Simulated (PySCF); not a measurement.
Gas-phase reaction: C4H8 (isobutene) → C4H8 (trans-2-butene)

Computed with PySCF (xtb for GFN2) and rigid-rotor harmonic-oscillator thermochemistry at 1 bar. The comparison is the NASA 1993 polynomial table, which mixes measured and estimated data. † marks an energy on the PBE0/def2-TZVP geometry and frequencies; other levels use their own. 6-31G* has spherical d functions here. All species are closed-shell singlets. B3LYP is the form with VWN-RPA correlation. The harmonic model lacks anharmonicity and excited electronic states, which grow with temperature; levels with a mode under 35 cm⁻¹ are left out. Internal rotation in C4H8 (isobutene), C4H8 (trans-2-butene) is treated as a harmonic vibration of one conformer, which makes the entropy rough. The table's entry may be an old estimate for C4H8 (trans-2-butene) (not checked at source).

| level | ΔH°(298 K), kJ | minus table | ΔG°(2500 K), kJ |
|---|---|---|---|
| table | 6.1 | - | 0.5 |
| B3LYP/6-31G* | 1.3 | -4.8 | -2.8 |
| GFN2-xTB | 3.1 | -3.0 | 5.8 |
| HF/def2-TZVP† | 2.6 | -3.5 | -0.6 |
| PBE/def2-SVP | 0.6 | -5.5 | -3.0 |
| PBE/def2-TZVP† | 2.0 | -4.1 | -1.2 |
| ωB97M-V/def2-TZVP† | 5.2 | -0.9 | 2.0 |
